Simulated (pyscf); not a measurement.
Addition across a multiple bond or ene-type step: O=W(=O)(Cl)–Cl + water (H₂O) → O=W(OH)(OH)(Cl)–Cl

Gas phase, singlet surface, charge 0. Bonds broken: O6–H7. Bonds formed: O1–H7, W2–O6. Optimised with ωB97X-D3(BJ)/def2-SVP in PySCF.

Transition state (Å):

```xyz
8

O     -1.2449    -0.4595     1.2931
W      0.0823    -0.3922     0.0886
O      0.6641     1.1777     0.1233
Cl    -1.1244    -0.5651    -1.8202
Cl     1.8559    -1.6687    -0.6745
O      0.6627    -1.3771     1.8487
H     -0.5334    -1.1545     1.9946
H      1.2367    -2.1530     1.8892
```

One imaginary mode, 1575i cm⁻¹; descent along it reached the two sides named, in the forms told below.

| bond | change | reactant side (Å) | saddle | product side |
|---|---|---|---|---|
| O6–H7 | breaks | 0.969 | 1.225 | 3.1 |
| O1–H7 | forms | 2.563 | 1.217 | 0.965 |
| W2–O6 | forms | 2.306 | 2.099 | 1.891 |

Electronic energies relative to the separated reactants (kcal/mol):

| level | barrier | reaction energy | reverse barrier |
|---|---|---|---|
| ωB97X-D3(BJ)/def2-TZVP | 11.2 | -12.9 | 24.1 |
| PBE/def2-TZVP | 10.1 | -8.8 | 18.9 |
| r²SCAN/def2-TZVP | 8.5 | -13.1 | 21.5 |
| B3LYP-D3(BJ)/def2-TZVP | 12.2 | -11.0 | 23.2 |
| PBE0-D3(BJ)/def2-TZVP | 10.1 | -11.9 | 22.0 |
| M06-2X/def2-TZVP | 11.7 | -11.8 | 23.5 |
| ωB97M-D3(BJ)/def2-TZVP | 13.2 | -10.7 | 23.9 |
| HF/def2-TZVP | 26.5 | -8.7 | 35.2 |

With ωB97M-D3(BJ)/def2-TZVP energies and thermal terms (ideal gas, 1 atm, RRHO with modes under 100 cm⁻¹ raised to 100, one conformer, R ln 2 for chiral ones without a mode under 150 cm⁻¹), in kcal/mol:

```
T (K)   ΔH‡   ΔG‡    ΔH     ΔG
-----  ----  ----  ----  -----
298    11.5  22.7  -9.9   +0.6
600    11.6  34.1  -8.9  +10.9
900    12.3  45.2  -7.6  +20.5
1200   13.2  56.0  -6.3  +29.7
```

On the reactant side the descent ends in an adduct with a O–W contact, 12.3 kcal/mol under the separated species and 23.5 kcal/mol under the saddle at ωB97X-D3(BJ)/def2-TZVP. On the product side the descent ends in a point that may be a rotor saddle (no frequency run), 1.8 kcal/mol over the lowest minimum found and 22.3 kcal/mol under the saddle at ωB97X-D3(BJ)/def2-TZVP. What is counted as formed (O–W) is already present as a longer contact in the reactant adduct; forming that adduct is a step of its own. One saddle was located; it need not be the lowest between these sides. Elements past Kr carry the def2 core potentials, without spin-orbit coupling.
